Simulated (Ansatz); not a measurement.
Reaction (SMILES): [SH] (SH) → [SH-] (an electron is taken up)
B3LYP-D3(BJ)/def2-TZVP geometries, fixed; electronic energies without zero-point terms; positive where energy is released.

Basis-set convergence of the adiabatic electron affinity at wB97M-V with Ansatz (a first-principles code). Cartesian d functions, on some or all atoms, in 6-31G*, 6-31+G*, 6-311G**, 6-311+G**; all else is spherical. The program fits the integrals of some runs and decomposes those of others, by size. Open shells are unrestricted. The functional holds VV10 correlation; no added dispersion term, no relativity. Functions are those of the species that has most. Reference: the value in aug-cc-pV(5+d)Z, 2.304 eV. Deviations are taken from unrounded values.

```
basis            functions  adiabatic electron affinity (eV)
---------------  ---------  --------------------------------
6-31G*                  21                             1.796
6-31+G*                 25                             2.299
def2-SVP                23                             1.242
def2-SVPD               35                             2.369
pcseg-1                 23                             2.061
aug-pcseg-1             36                             2.336
cc-pV(D+d)Z             28                             1.538
aug-cc-pV(D+d)Z         41                             2.348
6-311G**                33                             2.264
6-311+G**               37                             2.298
def2-TZVP               43                             1.957
def2-TZVPD              55                             2.309
pcseg-2                 48                             2.063
aug-pcseg-2             73                             2.306
cc-pV(T+d)Z             53                             1.949
aug-cc-pV(T+d)Z         78                             2.304
def2-TZVPP              56                             1.959
def2-TZVPPD             68                             2.308
cc-pV(Q+d)Z             94                             2.135
aug-cc-pV(Q+d)Z        135                             2.304
pcseg-3                 97                             2.257
aug-pcseg-3            138                             2.305
def2-QZVPP             100                             2.193
def2-QZVPPD            112                             2.306
cc-pV(5+d)Z            155                             2.203
aug-cc-pV(5+d)Z        216                             2.304
```

What the diffuse functions change, pair by pair:
- 6-31G* to 6-31+G*: 4 more functions, deviation -0.509 to -0.005 eV
- def2-SVP to def2-SVPD: 12 more functions, deviation -1.062 to 0.065 eV
- pcseg-1 to aug-pcseg-1: 13 more functions, deviation -0.243 to 0.032 eV
- cc-pV(D+d)Z to aug-cc-pV(D+d)Z: 13 more functions, deviation -0.766 to 0.044 eV
- 6-311G** to 6-311+G**: 4 more functions, deviation -0.040 to -0.007 eV
- def2-TZVP to def2-TZVPD: 12 more functions, deviation -0.347 to 0.005 eV
- pcseg-2 to aug-pcseg-2: 25 more functions, deviation -0.241 to 0.001 eV
- cc-pV(T+d)Z to aug-cc-pV(T+d)Z: 25 more functions, deviation -0.356 to 0.000 eV
- def2-TZVPP to def2-TZVPPD: 12 more functions, deviation -0.345 to 0.003 eV
- cc-pV(Q+d)Z to aug-cc-pV(Q+d)Z: 41 more functions, deviation -0.170 to 0.000 eV
- pcseg-3 to aug-pcseg-3: 41 more functions, deviation -0.047 to 0.001 eV
- def2-QZVPP to def2-QZVPPD: 12 more functions, deviation -0.112 to 0.002 eV
- cc-pV(5+d)Z to aug-cc-pV(5+d)Z: 61 more functions, deviation -0.101 to 0.000 eV

Leaving out the reference's own pair, they bring the value nearer the reference by more than 0.001 eV in 12 of 12 pairs.
